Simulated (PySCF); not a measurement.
Isomers of C2H2N2S. The calculation used PBE0-D3(BJ)/def2-SVP geometry optimisation, gas phase (PySCF 2.14.0). Energies are electronic, without zero-point or thermal terms, for one conformer each. No frequencies were run at this level. Point groups hold within 0.08 Å.

Task: Rank from lowest to highest electronic energy at this level (kcal/mol).
A. 1,3,4-thiadiazole, `c1nncs1`
B. 1,2,4-thiadiazole, `n1cncs1`
C. 1,2,5-thiadiazole, `c1cnsn1`

Result: B (0.0), C (6.0), A (13.5).

As drawn, the highest has an N–N linkage, which the lowest lacks.

| SMILES | E (Eh) | E rel (kcal/mol) | dipole (D) | point group | A, B, C (MHz) |
| --- | --- | --- | --- | --- | --- |
| c1ncsn1 | -584.48075 | 0.0 | 1.60 | Cs | 8851, 5923, 3548 |
| c1cnsn1 | -584.47122 | 6.0 | 1.45 | C2v | 8547, 6286, 3622 |
| c1nncs1 | -584.45924 | 13.5 | 3.25 | C2v | 8996, 5585, 3446 |

Task: How do the relative energies change in single points at PBE0/pcSseg-1 (no added dispersion term) on the same geometries?

Result: 
```json
{"SMILES": "c1ncsn1", "PBE0-D3(BJ)/def2-SVP (kcal/mol)": "0.0", "PBE0/pcSseg-1 (kcal/mol)": "0.0", "shift": "0.0"}
{"SMILES": "c1cnsn1", "PBE0-D3(BJ)/def2-SVP (kcal/mol)": "6.0", "PBE0/pcSseg-1 (kcal/mol)": "5.6", "shift": "-0.4"}
{"SMILES": "c1nncs1", "PBE0-D3(BJ)/def2-SVP (kcal/mol)": "13.5", "PBE0/pcSseg-1 (kcal/mol)": "13.9", "shift": "+0.4"}
```

Each column counts from its own lowest isomer. The order is unchanged; the largest shift is 0.4 kcal/mol.
